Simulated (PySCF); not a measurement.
**Functional benchmark on one molecule**

Molecule: `CC(C)N`, C$_{3}$H$_{9}$N.

Cartesian coordinates in Å; atom numbers follow the order of the lines, from 1:
```xyz
13

C    -0.625    1.138    0.491
C    -0.055    0.007   -0.351
C     1.332   -0.398    0.126
N    -0.941   -1.143   -0.262
H     0.021    2.028    0.453
H    -0.724    0.816    1.540
H    -1.624    1.436    0.134
H     0.050    0.388   -1.392
H     1.747   -1.205   -0.499
H     1.282   -0.766    1.162
H     2.031    0.450    0.084
H    -0.598   -1.900   -0.851
H    -1.867   -0.905   -0.614
```

Geometry PBE0-D3(BJ)/def2-SVP throughout; GIAO in PySCF, gas phase, one conformer, non-relativistic; equivalent atoms averaged; basis pcSseg-2.

Reference values (measured; solution, not stated per compound (mostly CDCl3 or CCl4); Pretsch, Buehlmann, Badertscher, Structure Determination of Organic Compounds, 4th ed. (2009)): δ(C2) = 43.0 ppm, δ(C1/C3) = 26.5 ppm, δ(H8) = 3.07 ppm, δ(H5/H6/H7/H9/H10/H11) = 1.03 ppm. Computed shifts are taken against TMS, calculated as an isolated molecule at each level.

How do the functionals HF, LDA, PBE, BLYP, BP86, OPBE, KT2, KT3, B97-D, B3LYP, PBE0, mPW1PW91, WP04, B97-2, BHandHLYP, CAM-B3LYP, wB97X-D, LC-wPBE perform against the reference? Times are CPU seconds on shared hosts with different chips, so compare them loosely; the GGAs took longer than the global hybrids here, which isn't the general rule, and the cause wasn't traced.

Results:


```tsv
functional	kind	C2	C1/C3	H8	H5/H6/H7/H9/H10/H11	mean abs. error C	mean abs. error H	core-s
HF	Hartree–Fock	41.3	26.5	2.66	0.97	0.9	0.23	22
LDA	LDA	49.4	28.0	3.72	0.92	3.9	0.38	47
PBE	GGA	49.4	27.7	3.60	0.93	3.8	0.32	61
BLYP	GGA	51.0	28.4	3.58	0.97	4.9	0.29	62
BP86	GGA	49.5	27.7	3.58	0.94	3.8	0.30	62
OPBE	GGA	47.5	26.2	3.53	0.89	2.4	0.30	61
KT2	GGA	48.7	26.9	3.64	0.92	3.1	0.34	62
KT3	GGA	48.7	26.6	3.56	0.93	2.9	0.30	61
B97-D	GGA	49.6	27.6	3.54	0.97	3.9	0.27	61
B3LYP	global hybrid	48.7	28.0	3.33	0.96	3.6	0.17	43
PBE0	global hybrid	46.8	27.2	3.29	0.93	2.2	0.16	44
mPW1PW91	global hybrid	47.0	27.2	3.26	0.93	2.3	0.14	44
WP04	global hybrid	50.4	27.1	3.12	0.94	4.0	0.07	20
B97-2	global hybrid	47.1	27.1	3.28	0.94	2.4	0.15	25
BHandHLYP	global hybrid	45.8	27.5	3.04	0.97	1.9	0.04	19
CAM-B3LYP	range-separated hybrid	47.1	27.8	3.20	0.98	2.7	0.09	26
wB97X-D	range-separated hybrid	46.6	27.5	3.16	0.95	2.3	0.09	26
LC-wPBE	range-separated hybrid	44.3	26.8	3.02	0.95	0.8	0.06	37
```

For ¹³C the closest is LC-wPBE (0.8 ppm, with HF practically level) and the furthest BLYP (4.9 ppm).

For ¹H the closest is BHandHLYP (0.04 ppm, with LC-wPBE, WP04 practically level) and the furthest LDA (0.38 ppm). One molecule is a small sample, and vibrational and solvent effects are absent from the calculation.
